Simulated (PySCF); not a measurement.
## Bond curve of B₂⁺

Set-up: B 6-31G(d,p); no relativity (PySCF 2.14). Energies in eV from B⁺ + B in their ground configurations at the same level. State: ²Σg⁺ (doublet), unpaired electrons σ ↑.

All columns are PBE0.

```csv
R (Å),E (eV),HOMO (eV),LUMO (eV),Mayer bond order,⟨S²⟩
1.877,-2.274,-14.17,-11.45,0.83,0.77
1.964,-2.404,-14.05,-11.15,0.79,0.77
2.051,-2.473,-13.93,-10.88,0.75,0.77
2.116,-2.497,-13.84,-10.71,0.72,0.77
2.182,-2.503,-13.74,-10.54,0.70,0.77
2.248,-2.496,-13.65,-10.39,0.68,0.78
2.335,-2.470,-13.51,-10.20,0.65,0.78
2.444,-2.420,-13.34,-10.00,0.62,0.78
2.575,-2.343,-13.12,-9.79,0.59,0.78
2.749,-2.229,-12.83,-9.55,0.56,0.77
```

The state is the lowest determinant that a PBE0 search found; another state may lie lower at other levels.
